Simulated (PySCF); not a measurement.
Homolysis of single bonds, series CF3-X. Isolated molecules, 0 K electronic values unless said otherwise. One relaxed conformer stands for each flexible species; it need not be the lowest. Strings in code marks are SMILES.

Level of theory: PySCF 2.14.0 with B3LYP-D3(BJ)/def2-TZVP. B3LYP has the VWN-RPA correlation part, as in Gaussian. 

```csv
species,dipole moment (D),highest occupied spin orbital (eV)
radical fragment (`F[C](F)C`),2.02,-6.21
radical fragment (`F[C](F)Br`),0.35,-7.05
radical fragment (`[Br]`),0.00,-8.51
radical fragment (`[SiH3]`),0.08,-6.11
whole molecule (`F[C](F)(F)[GeH3]`),2.28,–
radical fragment (`F[C](F)[GeH3]`),1.76,-6.02
```
